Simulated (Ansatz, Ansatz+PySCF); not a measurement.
```tsv
atom	x (Å)	y (Å)	z (Å)
Cl	0.0000	0.0000	-2.0175
Mg	0.0000	0.0000	0.0000
Cl	0.0000	0.0000	2.0175
```

RHF-MP2 on singlet MgCl₂ was run in several spherical basis sets with Ansatz (development build ahead of 0.2.0). Frozen core: 11 orbitals.

Question: Rank the basis sets by the total energy that they give, lowest first, with the distance from the lowest.
A. def2-SVP
B. cc-pVDZ
C. def2-TZVP
D. 6-31G(d)
E. cc-pVTZ

Answer: C (0.00 eV), E (2.91 eV), B (7.68 eV), D (9.71 eV), A (17.83 eV).

Totals follow the description of the cores as much as that of the bonds, so this order isn't one of quality for chemistry.
